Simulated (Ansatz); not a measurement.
Ansatz (an electronic-structure program) input (CCSD(T)/cc-pCVQZ): A basis named .json is the Basis Set Exchange file of that set (core-valence sets with the plain set on hydrogen).

Ansatz 0.2 input:
```yaml
crystal:
  periodic: [false, false, false]
  atoms:
    - {symbol: O, position_ang: [-0.00091616, -0.01015443, 0.67280603]}
    - {symbol: C, position_ang: [0.00071614, 0.00793741, -0.52591197]}
    - {symbol: H, position_ang: [-0.00265489, 0.95544190, -1.09932737]}
    - {symbol: H, position_ang: [0.00568738, -0.92183092, -1.12764904]}
basis:
  gaussian:
    orbitals: cc-pCVQZ.json
magnetization: {spin_polarized: false}
correlation: {method: ccsd_t, frozen_orbitals: {C: 0, H: 0, O: 0}}
```

Output:

```
Functional definition: HF
integrals: 1.20 GiB planned
1451 factors; integrals over basis functions are off by at most 1.0e-3 eV
mean field: 0.75 GiB planned
mean field evaluation 1: about -3097.9814 eV, gradient 3.2e1 eV
mean field evaluation 2: about -3097.9823 eV, gradient 3.2e1 eV
mean field evaluation 4: about -3099.9312 eV, gradient 2.3e0 eV
mean field evaluation 8: about -3099.9581 eV, gradient 1.1e-3 eV
mean field evaluation 16: about -3099.9551 eV, gradient 6.0e-1 eV
mean field -3099.95805832 eV, -113.9213574163 hartree, gradient 1.3e-6 eV, S^2 0.000000; 0 other end points of the search recorded, 0 dependent functions left out
reference -3099.95805832 eV, -113.9213574163 hartree; 8, 8 occupied and 220, 220 virtual orbitals, 1451 factors
second order -14.57440946 eV of doubles, -0.00000000 eV of singles
coupled cluster: 2.04 GiB planned
cycle   1  -14.39010050 eV  change    1.8e-1 eV  update   8.3e-2
cycle   2  -14.73064348 eV  change   -3.4e-1 eV  update   2.7e-2
cycle   3  -14.81500842 eV  change   -8.4e-2 eV  update   1.3e-2
cycle   4  -14.80313250 eV  change    1.2e-2 eV  update   3.4e-3
cycle   5  -14.80352650 eV  change   -3.9e-4 eV  update   1.5e-3
cycle   6  -14.80439795 eV  change   -8.7e-4 eV  update   4.2e-4
cycle   7  -14.80419315 eV  change    2.0e-4 eV  update   1.5e-4
cycle   8  -14.80414540 eV  change    4.8e-5 eV  update   5.0e-5
cycle   9  -14.80415545 eV  change   -1.0e-5 eV  update   1.4e-5
perturbative correction -0.52782430 eV, -0.0193971851 hartree
Total energy: -3115.29003806 eV, -114.4847972794 hartree
```
